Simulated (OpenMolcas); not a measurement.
# singlet [NH]2+ at 6 levels

Wanted: a comparison of 6 runs (HF/6-31G**, B2PLYP/6-31G**, PBE/6-31G**, SVWN5/6-31G**, CISD/6-31G**, CCSD(T)/6-31G**) of singlet [NH]2+. 

Program for the calculation: OpenMolcas 26.06.

**1. The system as given**

The species is [NH]2+ (2 atoms), meant as a singlet with charge +2. As SMILES of the parent species, `[NH+]`. The shape is that of a GFN2-xTB optimisation. That shape belongs to the parent species and isn't relaxed for this state.

Bond lengths: N1–H2 1.093 Å.

**2. The energy at HF/6-31G(d,p) (spherical functions) (run 1)**

Input file mol.input:

```
&GATEWAY
  BasLib=$CurrDir
  Coord
  2
  angstrom
  N        0.000000       0.000000       0.000000
  H        0.000000       0.000000       1.092650
  Basis=6-31Gss
  Group=NoSym

&SEWARD

&SCF
  Charge=2
  Thresholds=1e-10 1e-07 1e-07 1e-05
  PrOrbitals=1 1
```

The basis set 6-31G** is read from a file made from the Basis Set Exchange's data (not shown).

The run is started by

```console
export MOLCAS_MEM=1860
pymolcas mol.input > mol.log
```

The log of the run:

```text
--- Start Module: gateway ---
[...]
--- Stop Module: gateway /rc=_RC_ALL_IS_WELL_ ---
--- Start Module: seward ---
[...]
      Basis functions           19
--- Stop Module: seward /rc=_RC_ALL_IS_WELL_ ---
--- Start Module: scf ---
[...]
       Convergence after  11 Iterations
[...]
::    Total SCF energy                                -53.5213176705
[...]
      Total spin, S                                     0.0000000000
[...]
      Total electronic charge=    6.000000
      Total            charge=    2.000000
[...]
      Dipole Moment (debye):
      Origin of the operator (angstrom)=    0.0000    0.0000    0.0734
                   X= -3.8688E-16               Y=  1.1912E-16               Z=  2.7219E+00           Total=  2.7219E+00
      Center of Charge (angstrom)
[...]
--- Stop Module: scf /rc=_RC_ALL_IS_WELL_ ---
[...]
```

Run time: 1.5 s. Hardware: 1 thread of Arm Neoverse V1, shared host; peak memory 0.37 GiB.

**3. The energy at B2PLYP/6-31G(d,p) (spherical functions) (run 2)**

Input file mol.inp:

```
>>> EXPORT MOLCAS_PRINT=2

&GATEWAY
 BASLIB=$CurrDir
 COORD
 2
 angstrom
 N        0.000000       0.000000       0.000000
 H        0.000000       0.000000       1.092650
 BASIS=6-31Gss
 GROUP=NoSym

&SEWARD
 GRIDINPUT
 Grid=UltraFine
 End of Grid

&SCF
 CHARGE=2
 KSDFT=B2PLYP_SCF
 THRESHOLDS=1e-10 1e-07 1e-07 1e-05
 PRORBITALS=1 1

&MBPT2
 FROZEN=1
```

The basis set 6-31G** is read from a file made from the Basis Set Exchange's data (not shown).

The run is started by

```console
export MOLCAS_MEM=1860
pymolcas mol.inp > mol.log
```

The log of the run:

```text
--- Start Module: gateway ---
[...]
--- Stop Module: gateway /rc=_RC_ALL_IS_WELL_ ---
[...]
      Basis functions           19
[...]
--- Start Module: scf ---
[...]
       Convergence after  11 Iterations
[...]
::    Total KS-DFT energy                             -53.6575222593
[...]
      Total spin, S                                     0.0000000000
[...]
      Total electronic charge=    6.000000
      Total            charge=    2.000000
[...]
      Dipole Moment (debye):
      Origin of the operator (angstrom)=    0.0000    0.0000    0.0734
                   X= -2.7626E-16               Y=  2.2267E-16               Z=  2.6606E+00           Total=  2.6606E+00
      Center of Charge (angstrom)
[...]
--- Stop Module: scf /rc=_RC_ALL_IS_WELL_ ---
[...]
--- Start Module: mbpt2 ---
[...]
 ###    WARNING: MP2 implementation intended for RHF references only         ###
 ###############################################################################
MBPT2 WARNING: Reference function according to RunFile:KS-DFT
I'll assume you know what you're doing and continue
WARNING!
Default frozen orbitals as non valence orbitals is overwritten by user input.
Default values:   1
[...]
       Reference weight ( Cref**2 )         =        0.95812
::    Total MBPT2 energy                              -53.7507093849
[...]
      Total MBPT2 calculations                           0.03      0.03
--- Stop Module: mbpt2 /rc=_RC_ALL_IS_WELL_ ---
[...]
```

Wall time 3.3 s (1 thread of Arm Neoverse V1, shared host); peak memory 0.37 GiB.

Runs 3 to 5 aren't shown in full; the table further down has their settings and results.

**4. The energy at CCSD(T)/6-31G(d,p) (spherical functions) (run 6)**

Input file mol.inp:

```
* HN CCSD(T)
&GATEWAY
BasLib=$CurrDir
Coord
2
angstrom
N        0.000000       0.000000       0.000000
H        0.000000       0.000000       1.092650
Basis=6-31Gss
Group=NoSym
&SEWARD
&SCF
Charge=2
Thresholds=1e-10 1e-07 1e-07 1e-05
PrOrbitals=1 1
&RASSCF
FileOrb=$Project.ScfOrb
Spin=1
Nactel=0 0 0
Inactive=3
Ras2=0
OutOrbitals=Canonical
OrbListing=Nothing
&MOTRA
JobIph
Frozen=1
&CCSDT
CCT
Triples=2
Iterations=80
Accuracy=1e-08
Extrapolation=5 4
```

The basis set 6-31G** is read from a file made from the Basis Set Exchange's data (not shown).

The run is started by

```console
export MOLCAS_MEM=1860
pymolcas mol.inp > mol.log
```

The log of the run:

```text
--- Start Module: gateway ---
[...]
--- Stop Module: gateway /rc=_RC_ALL_IS_WELL_ ---
[...]
      Basis functions           19
[...]
       Convergence after  11 Iterations
[...]
::    Total SCF energy                                -53.5213176705
[...]
      Total spin, S                                     0.0000000000
[...]
      Number of active orbitals                  0
[...]
      Spin quantum number                      0.0
[...]
      Active orbitals                            0
[...]
      Number of CSFs                             1
[...]
      Number of root(s) required                 1
[...]
      Convergence after  4 iterations
[...]
      Natural orbitals and occupation numbers for root  1
      ************************************************************************************************************************
      *                                                    Final results                                                     *
      ************************************************************************************************************************
[...]
::    RASSCF root number  1 Total energy:    -53.52131767
[...]
      Total electronic charge=    6.000000
      Total            charge=    2.000000
[...]
      Dipole Moment (debye):
      Origin of the operator (angstrom)=    0.0000    0.0000    0.0734
                   X= -3.8688E-16               Y=  1.1912E-16               Z=  2.7219E+00           Total=  2.7219E+00
      Center of Charge (angstrom)
[...]
--- Start Module: motra ---
[...]
      *** WARNING: Default frozen orbitals is overwritten by user input.
      *** Default values:   1
[...]
--- Stop Module: motra /rc=_RC_ALL_IS_WELL_ ---
--- Start Module: ccsdt ---
[...]
      Convergence after                    17  Iterations
      Total energy (diff) :     -53.62768942      -0.00000000
[...]
 METHOD                       : CCSD+T(CCSD)+<T3(1)WT1> = CCSD(T)
[...]
       CCSD     =       -53.6276894229753
[...]
--- Stop Module: ccsdt /rc=_RC_ALL_IS_WELL_ ---
[...]
```

Wall time 2.1 s (1 thread of Arm Neoverse V1, shared host); peak memory 0.37 GiB.

**5. The series**

| run | level | frozen core orbitals | integration grid | energy (Eh) | HOMO energy (eV) | LUMO energy (eV) | HOMO–LUMO gap (eV) | wall time |
| --- | --- | --- | --- | --- | --- | --- | --- | --- |
| 1 | HF/6-31G** (spherical functions) | – | – | -53.521318 | -42.77 | -24.75 | 18.02 | 1.5 s |
| 2 | B2PLYP/6-31G** (spherical functions) | 1 | UltraFine | -53.682683 | -39.65 | -29.24 | 10.42 | 3.3 s |
| 3 | PBE/6-31G** (spherical functions) | – | UltraFine | -53.643659 | -35.69 | -34.14 | 1.55 | 3.3 s |
| 4 | SVWN5/6-31G** (spherical functions) | – | UltraFine | -53.224854 | -35.53 | -34.44 | 1.09 | 2.9 s |
| 5 | CISD/6-31G** (spherical functions) | 1 | – | -53.625038 | -42.77 | -24.75 | 18.02 | 1.7 s |
| 6 | CCSD(T)/6-31G** (spherical functions) | 1 | – | -53.629067 | -42.77 | -24.75 | 18.02 | 2.1 s |

**6. Summary of results**

| quantity | value |
| --- | --- |
| run 6: total energy | -53.62907 Eh |
| run 6: HOMO energy (Hartree–Fock orbitals) | -42.77 eV |
| run 6: LUMO energy (Hartree–Fock orbitals) | -24.75 eV |
| run 6: HOMO–LUMO gap (Hartree–Fock orbitals) | 18.02 eV |
| run 6: correlation energy (1 core orbital frozen) | -107.7 mEh |
| run 6: (T) correction | -1.38 mEh |

In words: Below the HF energy at the same shape and in the same basis (6-31G**): CISD -103.7 mEh; CCSD(T) -107.7 mEh. Over runs 1, 2, 3, 4 the HOMO–LUMO gap runs from 1.09 eV (SVWN5/6-31G**) to 18.02 eV (HF/6-31G**). Exact exchange widens orbital gaps. For B2PLYP the log adds the whole second-order term; the table takes 0.27 of it, as the functional is defined. Totals of different functionals can't be ranked against each other. All runs together took 15 s, the longest 3.3 s.
